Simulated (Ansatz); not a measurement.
The inner images of a band of CN + H3N (6 atoms, charge 0, multiplicity 2) are given out of order.

All numbers below come from Ansatz 0.2.0, UKS PBE/def2-TZVP.

Initial state:

```xyz
6
Properties=species:S:1:pos:R:3
H 0.573 -1.081 -0.511
N 0.227 -1.029 0.443
C -0.269 1.197 -0.500
N -0.489 2.242 -0.985
H 0.741 -0.384 1.037
H -0.783 -0.945 0.516
```

Final state:

```xyz
6
Properties=species:S:1:pos:R:3
H -0.075 0.575 -0.398
N 0.169 -1.158 0.753
C -0.212 1.487 -0.982
N -0.358 2.458 -1.598
H 0.967 -1.413 1.362
H -0.490 -1.949 0.864
```

**Question.** Put them in order from the first end to the last, with their energies above the first end.
A.
```xyz
6
Properties=species:S:1:pos:R:3
H 0.171 0.197 -0.704
N 0.281 -1.237 0.514
C -0.134 1.229 -0.930
N -0.476 2.322 -1.116
H 0.807 -0.986 1.369
H -0.649 -1.524 0.866
```
B.
```xyz
6
Properties=species:S:1:pos:R:3
H 0.346 -0.511 -0.455
N 0.258 -1.085 0.412
C -0.197 1.197 -0.710
N -0.463 2.271 -1.097
H 0.779 -0.660 1.182
H -0.723 -1.211 0.667
```
C.
```xyz
6
Properties=species:S:1:pos:R:3
H 0.209 -0.184 -0.405
N 0.271 -1.085 0.377
C -0.137 1.108 -0.785
N -0.441 2.196 -1.085
H 0.786 -0.747 1.203
H -0.688 -1.288 0.696
```
D.
```xyz
6
Properties=species:S:1:pos:R:3
H 0.033 0.447 -0.576
N 0.210 -1.189 0.667
C -0.184 1.429 -1.002
N -0.430 2.483 -1.418
H 0.914 -1.317 1.415
H -0.543 -1.854 0.915
```
E.
```xyz
6
Properties=species:S:1:pos:R:3
H 0.179 0.066 -0.584
N 0.293 -1.208 0.447
C -0.125 1.121 -0.840
N -0.452 2.211 -1.069
H 0.783 -0.826 1.275
H -0.678 -1.364 0.770
```
F.
```xyz
6
Properties=species:S:1:pos:R:3
H 0.471 -0.789 -0.527
N 0.242 -1.058 0.430
C -0.256 1.215 -0.557
N -0.458 2.246 -1.082
H 0.760 -0.528 1.128
H -0.760 -1.087 0.608
```
G.
```xyz
6
Properties=species:S:1:pos:R:3
H 0.119 0.322 -0.691
N 0.249 -1.217 0.583
C -0.155 1.339 -0.987
N -0.469 2.425 -1.244
H 0.856 -1.165 1.421
H -0.600 -1.704 0.918
```

**Answer.** F (+0.038 eV), B (+0.109 eV), C (+0.179 eV), E (-0.015 eV), A (-0.104 eV), G (-0.149 eV), D (-0.178 eV).

Time of the run: 92 s on 4 threads of Arm Neoverse N1 (shared host), peak memory 0.18 GiB.
